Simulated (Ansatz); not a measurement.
**AlH3 (SMILES [AlH3]): MRCISD+Q(relaxed)(2,5)/6-31++G(d,p) (spherical functions, accuracy low)**

Aim: the vertical electron affinity of AlH3 at MRCISD+Q(relaxed)(2,5)/6-31++G** (spherical functions, accuracy low), from 2 runs. 

The results are computed with Ansatz 0.2.0.

## Step 1: Starting point

AlH3: 4 atoms, total charge 0, spin state singlet. As SMILES, `[AlH3]`. Geometry: relaxed at PBE0-D4/def2-TZVP.

Bond lengths: Al1–H2 1.586 Å, Al1–H3 1.586 Å, Al1–H4 1.586 Å. Angles: H2–Al1–H3 120.0°, H2–Al1–H4 120.0°, H3–Al1–H4 120.0°.

## Step 2: The energy at MRCISD+Q(relaxed)(2,5)/6-31++G(d,p) (spherical functions, accuracy low)

File job.yaml:

```yaml
crystal:
  periodic: [false, false, false]
  atoms:
    - symbol: Al
      position_ang: [0.013700, -0.014800, -0.005100]
    - symbol: H
      position_ang: [0.633200, 0.670900, 1.283600]
    - symbol: H
      position_ang: [-1.340800, -0.832000, 0.105100]
    - symbol: H
      position_ang: [0.749400, 0.115700, -1.403900]
basis:
  gaussian:
    orbitals: 6-31++G_st__st_-spherical.json
correlation:
  method: fic_mrcisd_q_relaxed
  active_space:
    window: {electrons: 2, orbitals: 5}
  electrons: all
total_charge: 0
output:
  orbitals: {seedname: orbitals}
accuracy: low
```

The basis set 6-31++G** is read from a file made from the Basis Set Exchange's data (not shown).

Command:

```sh
$ ansatz run job.yaml --threads 1 --pin off --max-ram 2610MiB --events-out events.jsonl --progress --plain --runs-dir runs
```

Log:

```text
Warning: RAYON_NUM_THREADS=1 ignored (pool sized by the plan → 1); use --threads N
Functional definition: HF
  name "HF"
  exchange = exact_x
  correlation = 0
352 factors; integrals over basis functions are off by at most 1.0e-3 eV
mean field evaluation 1: about -6628.8253 eV, gradient 8.3e0 eV
mean field evaluation 2: about -6628.8289 eV, gradient 8.3e0 eV
mean field evaluation 4: about -6629.2366 eV, gradient 1.7e-1 eV
mean field evaluation 8: about -6629.2365 eV, gradient 1.5e-5 eV
mean field -6629.23653585 eV, -243.6199492347 hartree, gradient 1.9e-6 eV, S^2 0.000000; 0 other end points of the search recorded, 0 dependent functions left out
reference -6629.23653585 eV, -243.6199492347 hartree; 8, 8 occupied and 32, 32 virtual orbitals, 352 factors
state -6629.94364092 eV, -243.6459348668 hartree
contracted CI cycle   1: correlation 0.00000000 eV, 0.0000000000 hartree, residual 1.20e1 eV
contracted CI cycle   2: correlation -1.80162737 eV, -0.0662085847 hartree, residual 2.76e0 eV
contracted CI cycle   3: correlation -1.90621404 eV, -0.0700520739 hartree, residual 1.13e0 eV
contracted CI cycle   4: correlation -1.92482389 eV, -0.0707359733 hartree, residual 6.01e-1 eV
contracted CI cycle   5: correlation -1.93020359 eV, -0.0709336736 hartree, residual 2.77e-1 eV
contracted CI cycle   6: correlation -1.93136986 eV, -0.0709765331 hartree, residual 1.21e-1 eV
contracted CI cycle   7: correlation -1.93164780 eV, -0.0709867473 hartree, residual 7.00e-2 eV
contracted CI cycle   8: correlation -1.93171879 eV, -0.0709893563 hartree, residual 2.93e-2 eV
contracted CI cycle   9: correlation -1.93173146 eV, -0.0709898217 hartree, residual 1.39e-2 eV
contracted CI cycle  10: correlation -1.93173380 eV, -0.0709899080 hartree, residual 5.48e-3 eV
contracted CI cycle  11: correlation -1.93173425 eV, -0.0709899244 hartree, residual 2.69e-3 eV
contracted CI cycle  12: correlation -1.93173436 eV, -0.0709899284 hartree, residual 1.16e-3 eV
state -6629.94364092 eV, -243.6459348668 hartree; corrected -6631.95321620 eV, -243.7197853960 hartree
state -6629.94363455 eV, -243.6459346325 hartree
contracted CI cycle   1: correlation 0.00000000 eV, 0.0000000000 hartree, residual 1.20e1 eV
contracted CI cycle   2: correlation -1.80164121 eV, -0.0662090934 hartree, residual 2.76e0 eV
contracted CI cycle   3: correlation -1.90622320 eV, -0.0700524105 hartree, residual 1.13e0 eV
contracted CI cycle   4: correlation -1.92483200 eV, -0.0707362711 hartree, residual 6.01e-1 eV
contracted CI cycle   5: correlation -1.93021145 eV, -0.0709339623 hartree, residual 2.77e-1 eV
contracted CI cycle   6: correlation -1.93137766 eV, -0.0709768199 hartree, residual 1.21e-1 eV
contracted CI cycle   7: correlation -1.93165559 eV, -0.0709870337 hartree, residual 7.00e-2 eV
contracted CI cycle   8: correlation -1.93172659 eV, -0.0709896426 hartree, residual 2.93e-2 eV
contracted CI cycle   9: correlation -1.93173925 eV, -0.0709901080 hartree, residual 1.39e-2 eV
contracted CI cycle  10: correlation -1.93174160 eV, -0.0709901942 hartree, residual 5.48e-3 eV
contracted CI cycle  11: correlation -1.93174204 eV, -0.0709902107 hartree, residual 2.69e-3 eV
contracted CI cycle  12: correlation -1.93174215 eV, -0.0709902147 hartree, residual 1.16e-3 eV
state -6629.94363455 eV, -243.6459346325 hartree; corrected -6631.95321614 eV, -243.7197853940 hartree
state -6629.94364092 eV, -243.6459348668 hartree; corrected -6631.95321620 eV, -243.7197853960 hartree
Total energy: -6631.95321620 eV, -243.7197853960 hartree
```

Wall time 2.2 s (1 thread of Arm Neoverse V2, shared host).

## Step 3: The doublet anion, same level

Edit job.yaml of step 2 so:

```diff
@@ -14,2 +14,8 @@
     orbitals: 6-31++G_st__st_-spherical.json
+output:
+  orbitals: {seedname: orbitals}
+magnetization:
+  spin_polarized: false
+  initial_magnetization: 1
+accuracy: low
 correlation:
@@ -17,7 +23,4 @@
   active_space:
-    window: {electrons: 2, orbitals: 5}
+    window: {electrons: 3, orbitals: 5}
   electrons: all
-total_charge: 0
-output:
-  orbitals: {seedname: orbitals}
-accuracy: low
+total_charge: -1
```

The basis set 6-31++G** is read from a file made from the Basis Set Exchange's data (not shown).

Command:

```sh
$ ansatz run job.yaml --threads 1 --pin off --max-ram 2610MiB --events-out events.jsonl --progress --plain --runs-dir runs
```

Log:

```text
Warning: RAYON_NUM_THREADS=1 ignored (pool sized by the plan → 1); use --threads N
[... 4 set-up lines as earlier in the session ...]
352 factors; integrals over basis functions are off by at most 1.0e-3 eV
mean field evaluation 1: about -6627.9412 eV, gradient 1.1e1 eV
mean field evaluation 2: about -6627.9709 eV, gradient 1.1e1 eV
mean field evaluation 4: about -6628.7968 eV, gradient 6.1e-1 eV
mean field evaluation 8: about -6628.8062 eV, gradient 5.3e-2 eV
mean field evaluation 16: about -6628.6449 eV, gradient 2.5e0 eV
mean field -6628.80620568 eV, -243.6041348926 hartree, gradient 3.8e-6 eV, S^2 0.750000; 2 other end points of the search recorded, 0 dependent functions left out
reference -6628.80620568 eV, -243.6041348926 hartree; 9, 8 occupied and 31, 32 virtual orbitals, 352 factors
state -6629.43983684 eV, -243.6274204083 hartree
contracted CI cycle   1: correlation 0.00000000 eV, 0.0000000000 hartree, residual 1.27e1 eV
contracted CI cycle   2: correlation -2.14812149 eV, -0.0789420085 hartree, residual 2.62e0 eV
contracted CI cycle   3: correlation -2.24668971 eV, -0.0825643239 hartree, residual 1.01e0 eV
contracted CI cycle   4: correlation -2.26230286 eV, -0.0831380967 hartree, residual 4.62e-1 eV
contracted CI cycle   5: correlation -2.26590087 eV, -0.0832703212 hartree, residual 2.07e-1 eV
contracted CI cycle   6: correlation -2.26669845 eV, -0.0832996317 hartree, residual 1.11e-1 eV
contracted CI cycle   7: correlation -2.26694196 eV, -0.0833085806 hartree, residual 6.37e-2 eV
contracted CI cycle   8: correlation -2.26702395 eV, -0.0833115936 hartree, residual 3.19e-2 eV
contracted CI cycle   9: correlation -2.26704497 eV, -0.0833123659 hartree, residual 1.71e-2 eV
contracted CI cycle  10: correlation -2.26705069 eV, -0.0833125762 hartree, residual 8.48e-3 eV
contracted CI cycle  11: correlation -2.26705187 eV, -0.0833126195 hartree, residual 3.75e-3 eV
contracted CI cycle  12: correlation -2.26705211 eV, -0.0833126284 hartree, residual 1.55e-3 eV
state -6629.43983684 eV, -243.6274204083 hartree; corrected -6631.82609974 eV, -243.7151139524 hartree
Total energy: -6631.82609974 eV, -243.7151139524 hartree
```

Wall time 1.7 s (1 thread of Arm Neoverse V2, shared host).

## Step 4: Outcome

Level: MRCISD+Q(relaxed)(2,5)/6-31++G** (spherical functions, accuracy low).

| quantity | value |
| --- | --- |
| singlet AlH3: total energy | -243.71979 Eh |
| doublet anion: total energy | -243.71511 Eh |
| vertical electron affinity (to the doublet anion) | -0.127 eV |

In words: The anion lies 0.13 eV (2.9 kcal/mol) above the neutral: the electron isn't bound at this level, and such a value depends on the basis. The accuracy setting (singlet AlH3) is loose, so the last digits carry no meaning. The accuracy setting (doublet anion) is loose, so the last digits carry no meaning.
